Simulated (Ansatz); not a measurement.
System: Sb₂O₃ (Pccn, No. 56). Method: LDA in Ansatz (PAW).

Settings: plane-wave cutoff 520 eV, 8×4×6 k mesh (along the axes of the cell as run), scalar-relativistic PAW data made under PBE.

Computed at the level's own relaxed cell.

```yaml
crystal:
  lattice:
    - [4.79756, 0.00000, 0.00000]
    - [0.00000, 12.14405, 0.00000]
    - [0.00000, 0.00000, 5.33294]
  atoms:
    - { symbol: Sb, position: [0.53201, 0.62726, 0.82087] }
    - { symbol: Sb, position: [0.03201, 0.37274, 0.67913] }
    - { symbol: Sb, position: [0.46799, 0.12726, 0.67913] }
    - { symbol: Sb, position: [0.96799, 0.87274, 0.82087] }
    - { symbol: Sb, position: [0.46799, 0.37274, 0.17913] }
    - { symbol: Sb, position: [0.96799, 0.62726, 0.32087] }
    - { symbol: Sb, position: [0.53201, 0.87274, 0.32087] }
    - { symbol: Sb, position: [0.03201, 0.12726, 0.17913] }
    - { symbol: O, position: [0.75000, 0.75000, 0.99729] }
    - { symbol: O, position: [0.25000, 0.25000, 0.50271] }
    - { symbol: O, position: [0.25000, 0.25000, 0.00271] }
    - { symbol: O, position: [0.75000, 0.75000, 0.49729] }
    - { symbol: O, position: [0.64433, 0.55622, 0.15183] }
    - { symbol: O, position: [0.14433, 0.44378, 0.34817] }
    - { symbol: O, position: [0.35567, 0.05622, 0.34817] }
    - { symbol: O, position: [0.85567, 0.94378, 0.15183] }
    - { symbol: O, position: [0.35567, 0.44378, 0.84817] }
    - { symbol: O, position: [0.85567, 0.55622, 0.65183] }
    - { symbol: O, position: [0.64433, 0.94378, 0.65183] }
    - { symbol: O, position: [0.14433, 0.05622, 0.84817] }
```

Give the elastic tensor (Voigt notation, GPa, ions relaxed, in the Cartesian axes of the cell as printed).


```
   46.5    14.1    23.2     0.0     0.0     0.0
   14.1   144.8     2.4     0.0     0.0     0.0
   23.2     2.4   106.4     0.0     0.0     0.0
    0.0     0.0     0.0    36.3     0.0     0.0
    0.0     0.0     0.0     0.0    17.7     0.0
    0.0     0.0     0.0     0.0     0.0    39.2
```

Note: the relaxation could not lower the start's symmetry, so the cell can be a saddle point above a distorted one; the volume lies 6 % below that of the published cell.

Static lattice: no zero-point or thermal effects.

Ansatz is a program for electronic structure.
